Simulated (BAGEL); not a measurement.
# Si2H4Cl (SMILES [SiH2][SiH2]Cl): UHF/STO-3G (density fitting with qzvpp-jkfit)

Aim: the vertical ionisation energy of Si2H4Cl at UHF/STO-3G (density fitting with qzvpp-jkfit), from 2 runs. 

The results are computed with BAGEL 1.2.2.

2 further runs of the same task are left out: 2 set aside as unsound or not needed.

### Step 1. The molecule

Si2H4Cl has 7 atoms, charge 0, and is taken as a doublet. As SMILES, `[SiH2][SiH2]Cl`. The coordinates come from a PBE0-D4/def2-TZVP relaxation. This is one conformer, not always the lowest.

Bond lengths: Si1–Si2 2.324 Å, Si2–Cl3 2.062 Å, Si1–H4 1.487 Å, Si1–H5 1.489 Å, Si2–H6 1.484 Å, Si2–H7 1.486 Å. Angles: Si1–Si2–Cl3 108.2°, Si1–Si2–H6 110.2°, Si1–Si2–H7 113.9°, Cl3–Si2–H6 108.4°, Cl3–Si2–H7 107.1°, Si2–Si1–H4 113.9°, Si2–Si1–H5 113.5°, H6–Si2–H7 108.9°, H4–Si1–H5 110.7°.

### Step 2. The energy at UHF/STO-3G (density fitting with qzvpp-jkfit)

Contents of input.json:

```json
{ "bagel": [

{
  "title": "molecule",
  "basis": "sto-3g",
  "df_basis": "qzvpp-jkfit",
  "angstrom": "true",
  "geometry": [
    { "atom": "Si", "xyz": [      -1.304600,       0.197100,      -0.490100 ] },
    { "atom": "Si", "xyz": [       0.776300,      -0.077600,       0.507200 ] },
    { "atom": "Cl", "xyz": [       0.893700,      -2.004700,       1.231800 ] },
    { "atom": "H", "xyz": [      -1.568700,      -0.750400,      -1.605500 ] },
    { "atom": "H", "xyz": [      -1.580900,       1.597700,      -0.913100 ] },
    { "atom": "H", "xyz": [       0.925300,       0.861100,       1.647000 ] },
    { "atom": "H", "xyz": [       1.920200,       0.108800,      -0.423000 ] }
  ]
},

{
  "title": "uhf",
  "nopen": 1
},

{
  "title": "print",
  "file": "orbitals.molden",
  "orbitals": "true"
}

]}
```

Command:

```sh
$ BAGEL_NUM_THREADS=1 BAGEL input.json > input.out
```

Output:

```text
* using 1 threads per process

  ===============================================================
  ===============================================================

  *** Geometry ***

  { "atom" : "Si", "xyz" : [     -2.465337,      0.372465,     -0.926155 ] },
  { "atom" : "Si", "xyz" : [      1.466994,     -0.146643,      0.958469 ] },
  { "atom" : "Cl", "xyz" : [      1.688848,     -3.788334,      2.327765 ] },
  { "atom" : "H", "xyz" : [     -2.964413,     -1.418050,     -3.033955 ] },
  { "atom" : "H", "xyz" : [     -2.987468,      3.019215,     -1.725509 ] },
  { "atom" : "H", "xyz" : [      1.748564,      1.627243,      3.112379 ] },
  { "atom" : "H", "xyz" : [      3.628652,      0.205602,     -0.799354 ] },

  Number of auxiliary basis functions:      456

  Since a DF basis is specified, we compute 2- and 3-index integrals:
    o Being stored without compression. Storage requirement is 0.004 GB

  Number of basis functions:       31
  Number of electrons      :       49

    * METHOD: MOLECULE                             1.31

  *** Open-shell HF ***

  === Nuclear Repulsion ===
   181.6274829983

      * DIIS with orbital gradients will be used.

  === UHF iteration (sto-3g) ===
      0      -1028.07431518          0.01744528           0.50
      1      -1028.12151035          0.00385361           0.22
      2      -1028.12443945          0.00125226           0.28
      3      -1028.12501352          0.00039119           0.19
      4      -1028.12515594          0.00010490           0.21
      5      -1028.12520450          0.00002412           0.37
      6      -1028.12521325          0.00001209           0.24
      7      -1028.12521561          0.00000669           0.33
      8      -1028.12521610          0.00000082           0.29
      9      -1028.12521610          0.00000020           0.25
     10      -1028.12521611          0.00000008           0.29
     11      -1028.12521611          0.00000005           0.20
     12      -1028.12521611          0.00000002           0.28
     13      -1028.12521611          0.00000001           0.27
    * SCF iteration converged.

    * S^2 (UHF) is 0.7543

    * Permanent dipole moment:
           (    0.373040,    -1.062325,     0.378790) a.u.

    * METHOD: UHF                                  4.47

    * METHOD: PRINT                                0.00

  ===============================================================
```

Run time: 6.9 s. Hardware: 1 thread of Intel Xeon at 2.50GHz (Skylake/Cascade Lake), shared host.

### Step 3. The singlet cation

Contents of job.json:

```json
{ "bagel" : [

{
  "title" : "molecule",
  "basis" : "sto-3g",
  "df_basis" : "qzvpp-jkfit",
  "angstrom" : true,
  "geometry" : [
    { "atom" : "Si", "xyz" : [      -1.304600,       0.197100,      -0.490100 ] },
    { "atom" : "Si", "xyz" : [       0.776300,      -0.077600,       0.507200 ] },
    { "atom" : "Cl", "xyz" : [       0.893700,      -2.004700,       1.231800 ] },
    { "atom" : "H", "xyz" : [      -1.568700,      -0.750400,      -1.605500 ] },
    { "atom" : "H", "xyz" : [      -1.580900,       1.597700,      -0.913100 ] },
    { "atom" : "H", "xyz" : [       0.925300,       0.861100,       1.647000 ] },
    { "atom" : "H", "xyz" : [       1.920200,       0.108800,      -0.423000 ] }
  ]
},

{ "title" : "hf", "charge" : 1 },

{ "title" : "print", "file" : "orbitals.molden", "orbitals" : true }

]}
```

Command:

```sh
$ BAGEL_NUM_THREADS=1 BAGEL job.json > job.out
```

Output:

```text
* using 1 threads per process

  ===============================================================
  ===============================================================

  *** Geometry ***

  { "atom" : "Si", "xyz" : [     -2.465337,      0.372465,     -0.926155 ] },
  { "atom" : "Si", "xyz" : [      1.466994,     -0.146643,      0.958469 ] },
  { "atom" : "Cl", "xyz" : [      1.688848,     -3.788334,      2.327765 ] },
  { "atom" : "H", "xyz" : [     -2.964413,     -1.418050,     -3.033955 ] },
  { "atom" : "H", "xyz" : [     -2.987468,      3.019215,     -1.725509 ] },
  { "atom" : "H", "xyz" : [      1.748564,      1.627243,      3.112379 ] },
  { "atom" : "H", "xyz" : [      3.628652,      0.205602,     -0.799354 ] },

  Number of auxiliary basis functions:      456

  Since a DF basis is specified, we compute 2- and 3-index integrals:
    o Being stored without compression. Storage requirement is 0.004 GB

  Number of basis functions:       31
  Number of electrons      :       49

    * METHOD: MOLECULE                             0.60

  *** RHF ***

  === Nuclear Repulsion ===
   181.6274829983

      * DIIS with orbital gradients will be used.

  === RHF iteration (sto-3g) ===
      0      -1027.82501708          0.01269938           0.05
      1      -1027.91152852          0.00219179           0.05
      2      -1027.91382380          0.00059877           0.07
      3      -1027.91409444          0.00009087           0.07
      4      -1027.91410189          0.00002646           0.07
      5      -1027.91410269          0.00000919           0.06
      6      -1027.91410278          0.00000361           0.07
      7      -1027.91410279          0.00000081           0.10
      8      -1027.91410280          0.00000014           0.12
      9      -1027.91410280          0.00000002           0.09
     10      -1027.91410280          0.00000000           0.10
    * SCF iteration converged.

    * Permanent dipole moment:
           (    2.273597,    -2.295833,     1.564360) a.u.

    * METHOD: HF                                   1.35

    * METHOD: PRINT                                0.01

  ===============================================================
```

It took 2.7 s on 1 thread of Intel Xeon at 2.50GHz (Skylake/Cascade Lake), shared host.

### Step 4. Results

Level: UHF/STO-3G (density fitting with qzvpp-jkfit).

| quantity | value |
| --- | --- |
| doublet Si2H4Cl: total energy | -1028.12522 Eh |
| doublet Si2H4Cl: dipole moment | 3.02 D |
| doublet Si2H4Cl: ⟨S²⟩ | 0.754 |
| singlet cation: total energy | -1027.91410 Eh |
| singlet cation: HOMO energy | -14.69 eV |
| singlet cation: LUMO energy | -4.65 eV |
| singlet cation: HOMO–LUMO gap | 10.04 eV |
| vertical ionisation energy (to the singlet cation) | 5.745 eV |

In words: Removing an electron at fixed nuclei costs 5.74 eV (132 kcal/mol). Only the singlet of the ionised species was computed; a triplet could lie lower. In a minimal basis such a difference can be off by several eV, whatever the method.
